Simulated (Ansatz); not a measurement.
Two shapes of doublet BF₂.

Shape 1:

```xyz
3

F     0.0000    0.6426   -1.1358
B     0.0000    0.0000    0.0000
F     0.0000    0.6426    1.1358
```

Shape 2:

```xyz
3

F     0.0000    0.7069   -1.2494
B     0.0000    0.0000    0.0000
F     0.0000    0.7069    1.2494
```

Basis set: def2-SVP (spherical functions). Left uncorrelated: 3 orbitals. Correlation on ROHF uses semicanonical orbitals with singles. Charge 0, multiplicity 2.

Computed with Ansatz (development build ahead of 0.2.0); each method stands on the lowest determinant of its kind that the runs found.

**Question.** Which shape is lower in energy, and by how much in each method?

**Answer.**

```csv
method,E(2) − E(1) (eV)
ROHF,0.807
UHF,0.805
ROHF-MP2,0.588
ROHF-CCSD(T),0.581
UHF-CCSD(T),0.581
```

Shape 1 is lower. Caution for ROHF-MP2, ROHF-CCSD(T), UHF-CCSD(T): bonds are stretched, where a single reference can fail.
